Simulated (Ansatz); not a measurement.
**Worked example: correlation energy of C2F4, singlet**

Geometry: MP2(full)/6-31G*, from the G2/97 set.

```yaml
atoms:
  - { symbol: C, position_ang: [0.0000, 0.0000, 0.6632] }
  - { symbol: C, position_ang: [0.0000, 0.0000, -0.6632] }
  - { symbol: F, position_ang: [0.0000, 1.1127, 1.3857] }
  - { symbol: F, position_ang: [0.0000, -1.1127, 1.3857] }
  - { symbol: F, position_ang: [0.0000, 1.1127, -1.3857] }
  - { symbol: F, position_ang: [0.0000, -1.1127, -1.3857] }
```

Basis cc-pVDZ; Ansatz 0.2.0. Correlated methods freeze the noble-gas cores, which leaves 36 electrons in 78 orbitals. R marks a restricted (for open shells ROHF) determinant.

Full CI isn't at hand for all of this; RCCSDT(Q) serves as the reference, and is uncertain by about the last step of the cluster series.

Runs differ by some tens of microhartree through their thresholds, so steps under 0.03 kcal/mol mean nothing.

```csv
level,total energy (hartree)
RHF,-473.439025
RMP2,-474.431310
RCCSD,-474.447949
RCCSD(T),-474.471998
RCCSDT,-474.472887
RCCSDT(Q),-474.475455
```

What is the correlation energy at RCCSDT(Q), and what share of it do RMP2 and RCCSD(T) recover?

E(corr) = -474.475455 − (-473.439025) = -1.036430 hartree = -28.203 eV. RMP2: -0.992285 / -1.036430 = 95.74 %. RCCSD(T): -1.032973 / -1.036430 = 99.67 %.

By how many kcal/mol does RCCSD(T) miss RCCSDT(Q) (1 hartree = 627.509 kcal/mol), and which steps make up the rest?

-474.471998 − (-474.475455) = 0.003457 hartree = 2.17 kcal/mol. Steps: RCCSDT − RCCSD(T) = -0.56, RCCSDT(Q) − RCCSDT = -1.61 kcal/mol. Differences between like states or geometries often cancel part of this.
